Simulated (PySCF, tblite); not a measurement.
Propane, C3H8.
Atom-mapped SMILES: `[CH3:1][CH2:2][CH3:3]` (hydrogens: H4, H5, H6 on C1; H7, H8 on C2; H9, H10, H11 on C3)

Computed with GFN2-xTB (tblite), gas phase: Langevin dynamics at 400 K from the optimised GFN2-xTB geometry, time step 0.5 fs, friction 0.01 fs⁻¹, 2000 steps. Over the second half of the run the saved frames average 446 K.

Frame at 250 fs, instantaneous temperature 236 K:
```
atom  x, y, z in Å
C1     -1.397   -1.098    0.308
C2      0.073   -1.243    0.149
C3      0.634   -0.228   -0.834
H4     -1.698   -1.797    0.961
H5     -1.859   -0.158    0.616
H6     -1.865   -1.376   -0.629
H7      0.468   -1.260    1.149
H8      0.306   -2.320   -0.114
H9      0.152   -0.308   -1.730
H10     1.746   -0.132   -0.854
H11     0.194    0.737   -0.449
```

Frame at 425 fs, instantaneous temperature 436 K:
```
atom  x, y, z in Å
C1     -0.912   -2.068    0.479
C2      0.326   -1.234    0.184
C3      0.182   -0.604   -1.236
H4     -0.596   -2.770    1.311
H5     -1.767   -1.469    0.852
H6     -1.372   -2.615   -0.334
H7      0.495   -0.446    0.904
H8      1.186   -1.866    0.427
H9      0.090   -1.394   -2.018
H10     1.030    0.099   -1.375
H11    -0.726    0.015   -1.141
```

Frame at 625 fs, instantaneous temperature 428 K:
```
atom  x, y, z in Å
C1      0.496   -2.304    0.986
C2      0.715   -1.091    0.103
C3      0.057   -1.345   -1.222
H4      0.733   -2.182    2.026
H5     -0.600   -2.320    0.933
H6      0.893   -3.220    0.637
H7      0.396   -0.256    0.750
H8      1.720   -0.944   -0.094
H9      0.462   -2.279   -1.569
H10     0.122   -0.519   -1.985
H11    -1.069   -1.569   -1.137
```

Frame at 800 fs, instantaneous temperature 399 K:
```
atom  x, y, z in Å
C1      0.163   -1.172    1.066
C2     -0.265   -0.925   -0.392
C3     -0.470   -2.170   -1.230
H4      0.206   -0.161    1.509
H5     -0.659   -1.742    1.534
H6      1.101   -1.735    1.219
H7     -1.148   -0.290   -0.235
H8      0.479   -0.317   -0.919
H9      0.570   -2.623   -1.490
H10    -1.020   -1.789   -2.175
H11    -1.062   -2.868   -0.655
```

Frame at 1000 fs, instantaneous temperature 471 K:
```
atom  x, y, z in Å
C1     -0.094   -0.875    0.242
C2     -1.550   -1.315   -0.172
C3     -1.323   -2.222   -1.449
H4     -0.005   -0.448    1.230
H5      0.518   -1.774    0.224
H6      0.318   -0.180   -0.521
H7     -1.823   -2.113    0.628
H8     -2.218   -0.425   -0.178
H9     -1.177   -1.576   -2.413
H10    -2.313   -2.707   -1.740
H11    -0.450   -2.870   -1.456
```

Task: What do single points at PBE0/pcSseg-1 (PySCF, gas phase) give on these frames?

Result: 
```csv
t (fs),GFN2-xTB E above start (eV),DFT E above lowest frame (eV),HOMO (eV),LUMO (eV),dipole (D)
250,0.71,0.34,-8.72,1.68,0.19
425,0.44,0.05,-8.83,1.54,0.16
625,0.51,0.15,-9.11,1.64,0.09
800,0.39,0.00,-8.94,1.44,0.14
1000,0.72,0.34,-8.81,1.52,0.01
```

Both levels order the frames alike by energy; measured from each level's lowest frame they differ by 0.03 eV at most. The HOMO–LUMO gap runs from 10.33 to 10.75 eV. These are instantaneous structures, not minima.

Task: And the isotropic GIAO shieldings (ppm) from the same runs?

Result: 
| atom | 250 fs | 425 fs | 625 fs | 800 fs | 1000 fs | mean | range |
| --- | --- | --- | --- | --- | --- | --- | --- |
| C1 | 175.9 | 167.4 | 168.9 | 162.7 | 161.0 | 167.2 | 14.9 |
| C2 | 167.8 | 165.8 | 171.8 | 160.6 | 157.2 | 164.6 | 14.6 |
| C3 | 169.0 | 163.1 | 161.6 | 158.5 | 159.3 | 162.3 | 10.5 |
| H4 | 32.8 | 29.3 | 30.9 | 29.7 | 30.4 | 30.6 | 3.5 |
| H5 | 31.1 | 30.1 | 30.6 | 30.3 | 30.8 | 30.6 | 1.0 |
| H6 | 31.2 | 31.0 | 31.6 | 30.2 | 30.0 | 30.8 | 1.6 |
| H7 | 30.5 | 30.5 | 30.1 | 29.9 | 28.3 | 29.9 | 2.2 |
| H8 | 29.7 | 30.0 | 31.7 | 29.9 | 29.1 | 30.1 | 2.6 |
| H9 | 32.1 | 29.8 | 30.8 | 28.6 | 28.8 | 30.0 | 3.5 |
| H10 | 29.6 | 29.7 | 29.3 | 28.3 | 28.8 | 29.1 | 1.4 |
| H11 | 30.1 | 30.2 | 29.6 | 30.5 | 30.4 | 30.2 | 0.9 |

What follows is the cost of the whole dynamics run. On one thread, Intel Xeon 6975P-C (x86_64), no GPU, shared host with 192 logical CPUs at a one-minute load of 83, this took 3.6 s of wall time and 0.19 GiB of memory at its peak.
